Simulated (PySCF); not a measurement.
Gas-phase reaction: 2 SiCl + F2 + 4 Cl = 2 SiCl3F

Energies from PySCF (xtb for GFN2), thermal terms from the rigid-rotor harmonic-oscillator model, ideal gas at 1 bar. † marks an energy on the PBE0/def2-TZVP geometry and frequencies; other levels use their own. Open shells (unrestricted): SiCl (multiplicity 2, electronic degeneracy 4), Cl (multiplicity 2, electronic degeneracy 6); the rest are closed-shell singlets. GFN2 has no spin-polarisation term. Spin-orbit splitting is ignored; it lowers the true energy and changes the entropy of SiCl, Cl. The harmonic model lacks anharmonicity and excited electronic states, which grow with temperature; levels with a mode under 35 cm⁻¹ are left out.

ΔH° and ΔS° at 298 K: GFN2-xTB -2254 kJ, -671 J/K; HF/def2-TZVP† -2209 kJ, -689 J/K; M06-2X/def2-TZVP† -2592 kJ, -689 J/K; PBE/def2-TZVP† -2497 kJ, -689 J/K; PBE0/def2-SVP† -2470 kJ, -689 J/K.

Task: With the heat capacities included, give log10 K (1 bar) at 500, 600, 800, 1000, 2500 K from GFN2-xTB, HF/def2-TZVP†, M06-2X/def2-TZVP†, PBE/def2-TZVP†, PBE0/def2-SVP†.

Result: 
| T (K) | GFN2-xTB | HF/def2-TZVP† | M06-2X/def2-TZVP† | PBE/def2-TZVP† | PBE0/def2-SVP† |
|---|---|---|---|---|---|
| 500 | 200.5 | 194.7 | 234.7 | 224.9 | 222.1 |
| 600 | 161.2 | 156.3 | 189.6 | 181.4 | 179.1 |
| 800 | 112.2 | 108.3 | 133.3 | 127.1 | 125.3 |
| 1000 | 82.9 | 79.5 | 99.5 | 94.6 | 93.2 |
| 2500 | 12.8 | 10.8 | 18.8 | 16.8 | 16.3 |
